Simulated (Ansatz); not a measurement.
How far each method lies from full CI for PH⁺, doublet

Geometry: that of the PH, triplet, kept fixed.

```yaml
atoms:
  - { symbol: P, position_ang: [0.0000, 0.0000, 0.0000] }
  - { symbol: H, position_ang: [0.0000, 0.0000, 1.4282] }
```

Basis aug-cc-pVDZ; Ansatz 0.2.0. Correlated methods freeze the noble-gas cores, which leaves 5 electrons in 31 orbitals. Prefix R: restricted or restricted open-shell reference; prefix U: unrestricted. Active spaces: valence = (5e, 5o) chosen from the atoms' valence shells.

Full CI is exact within this basis and frozen core; it isn't the basis-set limit. The frozen core follows each run's orbitals, which can shift R against U totals by a few meV.

For open shells CISD and CISDTQ are restricted-active-space CI with the open shells as a complete middle space.

```
UHF ⟨S²⟩                          : 0.764
T1 diagnostic (RCCSD)             : 0.0207
largest doubles amplitude (RCCSD) : 0.073
T1 diagnostic (UCCSD)             : 0.0147
```

```tsv
level	E − E(full CI) (kJ/mol)	share of correlation (%)	wall time
RHF	278.6	0.00	–
UHF	265.7	4.65	–
RMP2	74.3	73.33	–
UMP2	75.2	73.02	–
CISD	14.2	94.91	0.27 s
RCCSD	7.0	97.49	–
UCCSD	6.7	97.61	–
RCCSD(T)	1.7	99.39	0.45 s
UCCSD(T)	1.6	99.41	1.6 s
BCCD(T)	1.7	99.38	0.3 s
RCCSDT	0.2	99.94	–
UCCSDT	0.1	99.95	–
CISDTQ	0.1	99.96	1.8 s
RCCSDT(Q)	0.0	99.99	1.3 s
UCCSDT(Q)	0.0	100.00	1.4 s
CASSCF (valence space)	178.8	35.83	–
NEVPT2 (valence space)	50.9	81.72	0.21 s
MRCISD (valence space)	6.6	97.63	–
MRCISD+Q (valence space)	-0.6	100.23	0.36 s
```

The correlation energy at full CI, counted from RHF, is -2.888 eV. That run took 2.5 s on 1 thread of AMD EPYC 9R45, shared host over 522,431 determinants.

Times hold each run's SCF and search for its determinant on a shared host, so for small cases they say little of a method's own cost; they ran on 1 thread of AMD EPYC 9R45.

More than 5 meV below full CI, which no variational method can be: MRCISD+Q (valence space).

The full-CI state has the irrep B1 of C2v, in the program's axes (one component, if the state is degenerate).

Natural occupations of full CI about the gap: 1.954 1.910 0.987 0.054 0.035 0.013 0.010 0.009 0.009 0.005; effectively unpaired electrons, Σ n²(2−n)², 1.05.
